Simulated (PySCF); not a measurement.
acetone (C₃H₆O), SMILES CC(C)=O.

The structure is a stationary point at B3LYP-D3(BJ)/def2-SVP.

Computed with TDDFT-PBE/def2-SVPD in PySCF.

Vertical excitations. Isolated molecule, no solvent. State labels are in the subgroup C2.

Give excitation energies, oscillator strengths and character. (Estimate from the structure and the level; the computed values follow.)


| state | symmetry | energy (eV) | λ (nm) | f | main pairs |
|---|---|---|---|---|---|
| S1 | A | 4.25 | 291 | 0.000 | HOMO→LUMO 100 % |
| S2 | B | 5.59 | 222 | 0.027 | HOMO→LUMO+1 100 % |
| S3 | A | 6.80 | 182 | 0.003 | HOMO→LUMO+2 98 % |
| S4 | B | 7.31 | 170 | 0.010 | HOMO→LUMO+3 100 % |
| S5 | A | 7.51 | 165 | 0.000 | HOMO→LUMO+4 81 %, HOMO−2→LUMO 19 % |
| S6 | A | 7.56 | 164 | 0.000 | HOMO−2→LUMO 81 %, HOMO→LUMO+4 19 % |
| S7 | B | 7.66 | 162 | 0.039 | HOMO→LUMO+5 99 % |
| S8 | A | 8.07 | 154 | 0.057 | HOMO→LUMO+6 98 % |
| S9 | B | 8.16 | 152 | 0.001 | HOMO−3→LUMO 83 % |
| S10 | B | 8.20 | 151 | 0.006 | HOMO→LUMO+7 77 %, HOMO−3→LUMO 12 % |
| T1 | A | 3.66 | 339 | 0 | HOMO→LUMO 100 % |
| T2 | B | 5.51 | 225 | 0 | HOMO→LUMO+1 100 % |
| T3 | A | 6.03 | 206 | 0 | HOMO−1→LUMO 96 % |
| T4 | A | 6.64 | 187 | 0 | HOMO→LUMO+2 100 % |
Triplets are in the Tamm–Dancoff approximation, which puts them higher than full response would, so one can lie above its singlet here.
